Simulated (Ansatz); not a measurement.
# Which isomer of CH7AlSi gives these data?

These gas-phase data were calculated for one isomer of CH7AlSi at r2SCAN-D4/def2-SVP (harmonic, unscaled wavenumbers; equilibrium rotational constants with average atomic masses):

* rotational constants: 14.37, 3.007, 2.601 GHz
* all wavenumbers above 1500 cm⁻¹: 3145, 3145, 3038, 2165, 2163, 1911, 1900

Candidates:

(1) `C[SiH2][AlH2]`, a singlet
(2) `[AlH2][CH2][SiH3]`, a singlet

Task: Assign the data to one candidate and say why.

Result: Candidate (1). 2 modes lie between 2000 and 2380 cm⁻¹, one for each Si–H bond, while (2) has 3.

The same quantities for all candidates:

```
     rotational constants (GHz)               wavenumbers above 1500 cm⁻¹  E above the lowest, r2SCAN-D4/def2-SVP (kcal/mol)
(1)         14.37, 3.007, 2.601  3145, 3145, 3038, 2165, 2163, 1911, 1900                                                2.7
(2)         18.76, 2.875, 2.718  3105, 3030, 2207, 2205, 2205, 1929, 1923                                                0.0
```

Each candidate is one conformer. Programs: Ansatz 0.2.0.
